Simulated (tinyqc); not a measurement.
UHF in the sto-6g basis, for LiH+, spin multiplicity 2, step by step. Computed by tinyqc, a small Python program that keeps every step (integrals from PySCF). Settings: charge = 1, multiplicity = 2, basis = sto-6g, energy threshold = 1e-09, iteration cap = 50, orthogonalisation = canonical, start = random, DIIS depth = 8, damping = 0.7, method = UHF. Command: `OMP_NUM_THREADS=1 python tinyqc.py 25546 25547 out.jsonl` (the two numbers bound the seeds that draw the settings). One thread of a shared host (Intel(R) Xeon(R) Processor @ 2.60GHz), about 0.1 s of CPU time with the checks.

Geometry (angstrom):
```
atom,x,y,z
Li,0.000000,0.000000,0.000000
H,0.000000,0.000000,1.711000
```

Stop when the energy changes by less than 1e-09 hartree and every element of the error matrix X^T (F D S - S D F) X (for each spin) is below 9e-06.

Course of the cycle:
```
iteration,E (hartree),change,largest element of the error matrix
1,-2.71954348,-,9.41e-01
2,-4.22549522,-1.51e+00,6.27e-01
3,-5.27261418,-1.05e+00,4.27e-01
4,-6.00332288,-7.31e-01,2.93e-01
5,-6.51443704,-5.11e-01,2.02e-01
6,-6.87236595,-3.58e-01,1.40e-01
7,-7.12301483,-2.51e-01,9.75e-02
8,-7.29849720,-1.75e-01,6.79e-02
9,-7.42134599,-1.23e-01,4.74e-02
10,-7.50734563,-8.60e-02,3.31e-02
11,-7.56754808,-6.02e-02,2.31e-02
12,-7.60969112,-4.21e-02,1.62e-02
13,-7.63919191,-2.95e-02,1.13e-02
14,-7.65984278,-2.07e-02,7.91e-03
...,...,...,...
37,-7.70801597,-5.65e-06,2.16e-06
38,-7.70801993,-3.96e-06,1.51e-06
39,-7.70802269,-2.77e-06,1.06e-06
40,-7.70802463,-1.94e-06,7.41e-07
41,-7.70802599,-1.36e-06,5.19e-07
42,-7.70802694,-9.50e-07,3.63e-07
43,-7.70802761,-6.65e-07,2.54e-07
44,-7.70802807,-4.65e-07,1.78e-07
45,-7.70802840,-3.26e-07,1.25e-07
46,-7.70802862,-2.28e-07,8.72e-08
47,-7.70802878,-1.60e-07,6.10e-08
48,-7.70802890,-1.12e-07,4.27e-08
49,-7.70802897,-7.82e-08,2.99e-08
50,-7.70802903,-5.48e-08,2.09e-08
```

Can the last value be used, and what does the course show?

Not by the stop rule, although the second column moves by less than 1e-06 over the last three steps. Not converged within the cap of 50 iterations: the residual falls steadily but slowly, by a factor of about 0.70 a step. Reruns (cap 100 unless said): DIIS 8: converged in 8; damping 0.5: converged in 34; level shift 0.5: converged in 28; atomic densities as start, DIIS 8: converged in 8; the original settings with a cap of 400: converged in 62. PySCF UHF in the same basis, after a stability check = -7.70802916 hartree.
